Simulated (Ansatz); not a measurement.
The input, for Ansatz 0.2.0:

```yaml
crystal:
  periodic: [false, false, false]
  atoms:
    - {symbol: Si, position_ang: [0.000000, 0.000000, 2.729800]}
    - {symbol: Al, position_ang: [0.000000, 0.000000, -0.320041]}
    - {symbol: H, position_ang: [0.000000, 0.000000, -2.409759]}
basis:
  gaussian: {orbitals: 6-31G}
magnetization: {spin_polarized: true, initial_magnetization: 2}
hamiltonian: {xc: {name: r2SCAN}}
correlation: {method: bccd_t, electrons: outside_noble_gas, diis_vectors: 4}
scf: {omitted_lower_state_checks: [cluster_reference]}
```

```sh
$ ansatz run in.yaml --threads 1 --pin off --events-out ev --progress --plain --max-ram 2393MiB
```

The program prints:

```
these checks for a lower state are left out or cut short: cluster_reference
310 factors; integrals over basis functions are off by at most 1.2e-4 eV
mean field evaluation 1: about -14482.8718 eV, gradient 7.1e0 eV
mean field evaluation 2: about -14482.8691 eV, gradient 7.1e0 eV
mean field evaluation 4: about -14482.7344 eV, gradient 7.0e0 eV
mean field evaluation 8: about -14483.5412 eV, gradient 1.2e-1 eV
mean field evaluation 16: about -14483.5431 eV, gradient 2.8e-4 eV
mean field evaluation 32: about -14480.5665 eV, gradient 7.5e0 eV
mean field evaluation 64: about -14483.5462 eV, gradient 9.3e-2 eV
mean field evaluation 96: about -14483.4603 eV, gradient 1.1e0 eV
mean field -14483.54307678 eV, -532.2603907737 hartree, gradient 7.3e-6 eV, S^2 2.029617; 13 other end points of the search recorded, 0 dependent functions left out
10 core orbitals not correlated: weight in the atoms' cores, before any rotation towards them, 1.000 or more for the frozen orbitals, at most 0.000 for the correlated occupied ones
reference -14455.46681173 eV, -531.2286070637 hartree; 5, 3 occupied and 13, 15 virtual orbitals, 310 factors
second order -1.96231526 eV of doubles, -0.28668299 eV of singles
cycle   1  -2.54913674 eV  change   -3.0e-1 eV  update   8.8e-2
cycle   2  -2.74186064 eV  change   -1.9e-1 eV  update   3.7e-2
cycle   3  -2.82474732 eV  change   -8.3e-2 eV  update   1.8e-2
cycle   4  -2.83162837 eV  change   -6.9e-3 eV  update   7.2e-3
cycle   5  -2.83243925 eV  change   -8.1e-4 eV  update   4.6e-3
cycle   6  -2.83349791 eV  change   -1.1e-3 eV  update   3.0e-3
cycle   7  -2.83361453 eV  change   -1.2e-4 eV  update   2.0e-3
cycle   8  -2.83386960 eV  change   -2.6e-4 eV  update   1.0e-3
cycle   9  -2.83433093 eV  change   -4.6e-4 eV  update   5.7e-4
cycle  10  -2.83440832 eV  change   -7.7e-5 eV  update   3.1e-4
cycle  11  -2.83448254 eV  change   -7.4e-5 eV  update   1.7e-4
cycle  12  -2.83448146 eV  change    1.1e-6 eV  update   9.6e-5
cycle  13  -2.83447523 eV  change    6.2e-6 eV  update   6.4e-5
cycle  14  -2.83448930 eV  change   -1.4e-5 eV  update   4.3e-5
cycle  15  -2.83448539 eV  change    3.9e-6 eV  update   2.9e-5
cycle  16  -2.83449398 eV  change   -8.6e-6 eV  update   1.9e-5
cycle  17  -2.83449386 eV  change    1.2e-7 eV  update   1.4e-5
cycle  18  -2.83449384 eV  change    1.8e-8 eV  update   9.7e-6
perturbative correction -0.08340650 eV, -0.0030651323 hartree
Total energy: -14458.38471207 eV, -531.3358379234 hartree
Checks for a lower state left out: cluster_reference
```

Ran on 1 thread of Arm Neoverse V1, shared host: 11 s wall, 0.11 GiB peak host memory.
